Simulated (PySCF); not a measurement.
**SMILES C1CC1, C$_{3}$H$_{6}$**

Geometry:
```
atom   x (Å)   y (Å)   z (Å)
  C1  -0.757  -0.463   0.021
  C2   0.737  -0.466   0.141
  C3   0.012   0.812  -0.156
  H4  -1.349  -0.587   0.932
  H5  -1.205  -0.922  -0.864
  H6   1.176  -0.593   1.134
  H7   1.320  -0.928  -0.661
  H8  -0.050   1.567   0.634
  H9   0.093   1.232  -1.162
```

Theory: PySCF 2.14.0, GIAO BLYP/pcSseg-2 magnetisability, rotational g tensor and spin-rotation constants, non-relativistic, gas phase. Geometry: PBE0-D3(BJ)/def2-SVP.

(1) Give the nuclear spin-rotation constants along the inertial axes (H = +C I·J) beside the isotropic shieldings.

## Answers

(1) Rotational constants 20.1981, 20.1957, 12.6673 GHz. A star marks the isotopologue with that one atom substituted, in its own axes.
| atom | isotope | Caa (kHz) | Cbb (kHz) | Ccc (kHz) | mean (kHz) | σ (ppm) |
| --- | --- | --- | --- | --- | --- | --- |
| H4 | 1H | -1.686 | -1.686 | -0.464 | -1.279 | 31.1 |
| H5 | 1H | -1.686 | -1.686 | -0.464 | -1.279 | 31.1 |
| H6 | 1H | -1.686 | -1.686 | -0.464 | -1.279 | 31.1 |
| H7 | 1H | -1.687 | -1.686 | -0.464 | -1.279 | 31.1 |
| H8 | 1H | -1.686 | -1.686 | -0.464 | -1.279 | 31.1 |
| H9 | 1H | -1.686 | -1.686 | -0.464 | -1.279 | 31.1 |
| C1 | 13C* | 3.876 | 2.703 | 0.795 | 2.458 | 176.6 |

Where two moments of inertia are equal or nearly so, the constants along those axes are given as their average.
For the geometry as given, no vibrational averaging.
